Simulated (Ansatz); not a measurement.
Reaction (atomization): `ClC1=CC=C1` → 4 C• + Cl• + 3 H•

Isolated molecules relaxed with PBE0-D4/def2-TZVP in Ansatz; ΔE leaves out vibrations. CBS: MP2 limit from def2 TZ/QZ plus the TZ coupled-cluster correction, frozen cores. This one scheme is used for every species, atoms too. Functionals use def2-TZVPP. B3LYP here is the variant with VWN-RPA as its local correlation; programs differ in this. HSE06 is defined as in plane-wave codes. Open shells (•) are unrestricted, without spin–orbit coupling. Spin–orbit coupling would lower the free atoms: a little for C, Cl.

`ClC1=CC=C1`:

Z-matrix (Å, degrees):
```
C
C 1 1.328
Cl 1 1.688 2 135.7
C 1 1.564 2 91.9 3 -180.0
C 2 1.566 1 88.0 3 180.0
H 2 1.079 1 136.1 3 0.0
H 4 1.079 1 134.8 2 -180.0
H 5 1.081 2 133.3 1 180.0
```

| level | ΔE (kcal/mol) | difference from CCSD(T)/CBS |
| --- | --- | --- |
| LDA (SPW92) | 943.8 | 145.3 |
| B3LYP-D4 | 796.6 | -1.9 |
| r2SCANh-D4 | 796.6 | -1.9 |
| ωB97M-V | 802.2 | 3.7 |
| BLYP | 791.7 | -6.8 |
| r2SCAN | 802.5 | 4.0 |
| PBE0 | 811.5 | 13.0 |
| HSE06 | 812.6 | 14.1 |
| BHLYP | 757.9 | -40.6 |
| CCSD(T)/def2-SVP | 763.6 | -34.9 |
| CCSD(T)/CBS | 798.5 | 0 |

Largest T1 diagnostic among the species: 0.012.

At CCSD(T), def2-SVP lies −34.9 kcal/mol from the extrapolated value and def2-TZVPP −22.3 kcal/mol: correlation converges slowly with the basis, and small sets miss more of it in the bonded molecule than in its fragments. In def2-TZVPP, CCSD(T) changes the Hartree–Fock value by +220.0 kcal/mol (the triples alone add +19.8 kcal/mol) and MP2 by +245.2 kcal/mol; breaking electron pairs costs correlation energy, which Hartree–Fock lacks.

For atomizations the MP2-based limit and the directly extrapolated one differ by several kJ/mol either way, and by 10 to 25 for some Ge, Se and Sn compounds, so smaller differences from it don't rank the levels.
